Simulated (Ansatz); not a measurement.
What does this script print? It uses Ansatz's Python interface.

Script `hp.py`:
```python
'''HP(+) with and without the spin-free two-component Hamiltonian.'''

from dataclasses import dataclass
import warnings

import ansatz as az
import numpy as np


@dataclass(frozen=True)
class Options:
    functional: str = 'hf'
    net_charge: int = 1


settings = Options()

GEOMETRY = '''
P     0.00000    0.00000    0.00000
H     0.00000    0.00000    1.48500
'''

warnings.simplefilter('ignore', az.DeckWarning)

mol = az.Crystal.molecule()
for line in GEOMETRY.strip().splitlines():
    symbol, *xyz = line.split()
    mol = mol.atom(symbol, [float(v) for v in xyz])

base = (
    mol.calculation()
    .functional(settings.functional)
    .charge(settings.net_charge)
    .spin('collinear', total=1)
    .scf(lower_state_search='light')
    .forces()
)
# a set contracted for a scalar-relativistic Hamiltonian goes with the relativistic run
sets = {'none': 'cc-pVTZ', 'scalar': 'cc-pVTZ-DK'}
found = {kind: base.basis(gaussian=basis).pseudopotentials(relativity=kind).run(threads=1).report for kind, basis in sets.items()}
for kind, each in found.items():
    dipole = 4.803205 * np.linalg.norm(each['charge_distribution']['dipole_moment_e_ang'])
    print(f'{kind:7s} E = {each["free_energy_ev"]:.4f} eV  dipole {dipole:.3f} D  largest force component {np.abs(each["forces_ev_ang"]).max():.4f} eV/A')
print(f'relativity lowers the total energy by {found["none"]["free_energy_ev"] - found["scalar"]["free_energy_ev"]:.3f} eV')
```

```console
$ python hp.py
none    E = -9277.4759 eV  dipole 0.750 D  largest force component 1.3635 eV/A
scalar  E = -9299.6658 eV  dipole 0.737 D  largest force component 1.3624 eV/A
relativity lowers the total energy by 22.190 eV
```

Notes:
- These settings explore the input space; basis and method may be short of convergence.
- The geometry is a force-field or estimated start, not a minimum of this method. The basis set changes with the Hamiltonian (a set recontracted for scalar relativity), and most of the change in the total lies in the cores.
- The species is open-shell (spin multiplicity 2).
- An ion's dipole depends on the origin; the program takes it about the centre of nuclear charge.
- Timing: 1.3 s on 1 thread of Arm Neoverse V2 (shared host), peak memory 0.16 GiB.
